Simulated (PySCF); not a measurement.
Energy landscape of H₃P, singlet: umbrella (inversion) coordinate, bond length relaxed. Scanned: angle between the P-H bonds and the threefold axis (90 = planar). Other coordinates (P-H bond length) were minimised at PBE0/def2-TZVP.

r2SCAN/cc-pVTZ (PySCF); CCSD(T) on RHF/cc-pVTZ, 5 core orbitals frozen (PySCF).

Energies relative to the lowest point of each profile, in kJ/mol:

| a / ° | r2SCAN |
|---|---|
| 90 | 136.6 |
| 96 | 125.6 |
| 102 | 96.2 |
| 105 | 77.6 |
| 108 | 58.3 |
| 111 | 40.0 |
| 114 | 24.0 |
| 117 | 11.4 |
| 123 | 0.0 |
| 126 | 2.3 |
| 129 | 10.5 |
| 132 | 24.8 |

Problem. What does CCSD(T) give at the same points?

Solution. 90: 143.2; 96: 131.0; 102: 98.7; 105: 78.5; 108: 58.0; 111: 38.8; 114: 22.4; 117: 10.0; 123: 0.0; 126: 3.4; 129: 12.9; 132: 28.5 (kJ/mol).
